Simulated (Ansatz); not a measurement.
```yaml
crystal:
  periodic: [false, false, false]
  atoms:
    - {symbol: C, position_ang: [-1.706926, -0.097745, -0.001361]}
    - {symbol: O, position_ang: [-0.536551, 0.316613, 0.002187]}
    - {symbol: S, position_ang: [0.984252, -0.143431, -0.000719]}
    - {symbol: H, position_ang: [-2.454698, 0.701904, 0.004385]}
basis:
  gaussian: {orbitals: def2-TZVP}
magnetization: {spin_polarized: true, initial_magnetization: 1}
hamiltonian: {xc: pbe0}
relax: {f_tol: 0.004, max_steps: 80}
```

```sh
$ ansatz run in.yaml --threads 1 --pin off --events-out ev --progress --plain --max-ram 2176MiB
```

Steps of the relaxation (energy above the last step; positions in Å, forces in eV/Å):

```
4
step 1, 75.2 meV
C    -1.707   -0.098   -0.001    0.430   -0.193   -0.001
O    -0.537    0.317    0.002   -2.122    0.209    0.001
S     0.984   -0.143   -0.001    1.783   -0.375   -0.002
H    -2.455    0.702    0.004   -0.091    0.359    0.003
```

```
4
step 2, 36.5 meV
C    -1.714   -0.106   -0.001    0.259   -0.009    0.000
O    -0.548    0.308    0.002   -1.401    0.102    0.000
S     0.999   -0.137   -0.001    1.179   -0.242   -0.001
H    -2.451    0.713    0.004   -0.036    0.149    0.001
```

```
4
step 3, 5.0 meV
C    -1.726   -0.113   -0.001    0.162    0.140    0.001
O    -0.566    0.294    0.002   -0.302   -0.025    0.000
S     1.029   -0.131   -0.001    0.209   -0.068    0.000
H    -2.450    0.726    0.005   -0.069   -0.047    0.000
```

```
4
step 6, 0.5 meV
C    -1.719   -0.099   -0.001    0.100    0.052    0.000
O    -0.565    0.310    0.002   -0.078   -0.060    0.000
S     1.039   -0.146   -0.001    0.029    0.000    0.000
H    -2.469    0.713    0.004   -0.051    0.008    0.000
```

```
4
step 7, 0.0 meV
C    -1.717   -0.094   -0.001    0.000   -0.007    0.000
O    -0.564    0.309    0.002    0.004    0.004    0.000
S     1.044   -0.149   -0.001    0.000   -0.001    0.000
H    -2.477    0.710    0.004   -0.004    0.004    0.000
```

```
4
step 8, 0.0 meV
C    -1.716   -0.094   -0.001    0.001    0.001    0.000
O    -0.564    0.310    0.002   -0.001    0.000    0.000
S     1.044   -0.149   -0.001    0.000    0.000    0.000
H    -2.477    0.710    0.004    0.001    0.000    0.000
```

Close pairs at the end: C1–H4 1.107 Å, C1–O2 1.221 Å, O2–S3 1.672 Å.

A stationary point of unrestricted PBE0 after 8 steps, with ⟨S²⟩ = 0.762 against 0.75 for a pure state; no frequencies were run, so it isn't proven a minimum. 20 s on 1 thread of Intel Xeon 6975P-C, shared host.
